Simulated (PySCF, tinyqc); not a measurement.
Inside a calculation. Method: CIS on RHF in the sto-6g basis, for LiH, spin multiplicity 1. The lowest restricted solution is unstable here: a spin-polarised one lies 0.0010 hartree lower (PySCF). One step of it, computed by the program tinyqc.

Problem. CIS matrix, triplets. A(ia,jb) = (e_a - e_i) d_ij d_ab - (ij|ab).

orbital energies (hartree): MO1 -2.404723, MO2 -0.240600, MO3 0.071368, MO4 0.159237, MO5 0.159237, MO6 0.402249

Two-electron integrals over orbitals (pq|rs), unique and non-zero (hartree):
```
(11|11) 1.665264    (21|11) -0.098103   (21|21) 0.010279    (22|11) 0.316918
(22|21) 0.003028    (22|22) 0.455937    (31|11) -0.144719   (31|21) 0.010983
(31|22) -0.011228   (31|31) 0.023270    (32|11) 0.028183    (32|21) -0.002587
(32|22) -0.056964   (32|31) -0.000539   (32|32) 0.019433    (33|11) 0.395814
(33|21) -0.008964   (33|22) 0.211785    (33|31) 0.000799    (33|32) 0.013852
(33|33) 0.330787    (41|41) 0.010037    (42|41) 0.007103    (42|42) 0.020811
(43|41) 0.010370    (43|42) 0.019990    (43|43) 0.041668    (44|11) 0.396969
(44|21) -0.003344   (44|22) 0.245863    (44|31) -0.004797   (44|32) 0.012954
(44|33) 0.280485    (44|44) 0.313125    (51|51) 0.010037    (52|51) 0.007103
(52|52) 0.020811    (53|51) 0.010370    (53|52) 0.019990    (53|53) 0.041668
(54|54) 0.016875    (55|11) 0.396969    (55|21) -0.003344   (55|22) 0.245863
(55|31) -0.004797   (55|32) 0.012954    (55|33) 0.280485    (55|44) 0.279374
(55|55) 0.313125    (61|11) 0.072207    (61|21) -0.009720   (61|22) -0.007388
(61|31) -0.005202   (61|32) 0.002679    (61|33) 0.011994    (61|44) 0.001506
(61|55) 0.001506    (61|61) 0.011599    (62|11) -0.080208   (62|21) 0.001626
(62|22) 0.110932    (62|31) 0.004116    (62|32) -0.042640   (62|33) -0.020179
(62|44) -0.036370   (62|55) -0.036370   (62|61) 0.000779    (62|62) 0.131839
(63|11) 0.019949    (63|21) -0.002038   (63|22) -0.056127   (63|31) 0.004241
(63|32) 0.015410    (63|33) 0.036513    (63|44) 0.007105    (63|55) 0.007105
(63|61) 0.004231    (63|62) -0.037442   (63|63) 0.029419    (64|41) -0.005924
(64|42) -0.018497   (64|43) -0.012348   (64|64) 0.019527    (65|51) -0.005924
(65|52) -0.018497   (65|53) -0.012348   (65|65) 0.019527    (66|11) 0.356089
(66|21) 0.001014    (66|22) 0.426811    (66|31) -0.010770   (66|32) -0.046804
(66|33) 0.238119    (66|44) 0.259835    (66|55) 0.259835    (66|61) -0.005090
(66|62) 0.100215    (66|63) -0.045024   (66|66) 0.422293
```

Give: CIS matrix A, triplet.

Solution.

CIS matrix A, triplet (hartree):
```
         1>3     1>4     1>5      1>6     2>3     2>4     2>5      2>6
1>3   2.0803  0.0000  0.0000  -0.0199  0.0090  0.0000  0.0000   0.0020
1>4   0.0000  2.1670  0.0000   0.0000  0.0000  0.0033  0.0000   0.0000
1>5   0.0000  0.0000  2.1670   0.0000  0.0000  0.0000  0.0033   0.0000
1>6  -0.0199  0.0000  0.0000   2.4509  0.0020  0.0000  0.0000  -0.0010
2>3   0.0090  0.0000  0.0000   0.0020  0.1002  0.0000  0.0000   0.0561
2>4   0.0000  0.0033  0.0000   0.0000  0.0000  0.1540  0.0000   0.0000
2>5   0.0000  0.0000  0.0033   0.0000  0.0000  0.0000  0.1540   0.0000
2>6   0.0020  0.0000  0.0000  -0.0010  0.0561  0.0000  0.0000   0.2160
```
